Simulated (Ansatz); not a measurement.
```xyz
7

F     0.320    1.307    1.056
C    -0.134    0.616   -0.020
Cl   -1.912    0.585    0.017
C     0.343   -0.799    0.046
S     1.055   -1.552   -1.172
H     0.171    1.120   -0.936
H     0.157   -1.277    1.010
```

The species carries charge 0 and has multiplicity 1.

Q: List the ωB97M-V/def2-TZVPP orbital energies in eV (Ansatz). (Best estimate.)

A: The calculation gave: Occupied: -2772.57, -2427.36, -678.47, -285.92, -284.04, -262.95, -221.32, -200.48, -200.27, -200.26, -164.44, -164.39, -164.20, -37.65, -27.67, -25.78, -22.43, -19.95, -18.14, -17.01, -16.70, -14.56, -14.02, -13.34, -12.29, -11.70, -11.28, -9.47. Lowest empty: -0.85, 2.71, 3.34, 3.47, 4.32, 4.69, 5.39, 6.00.
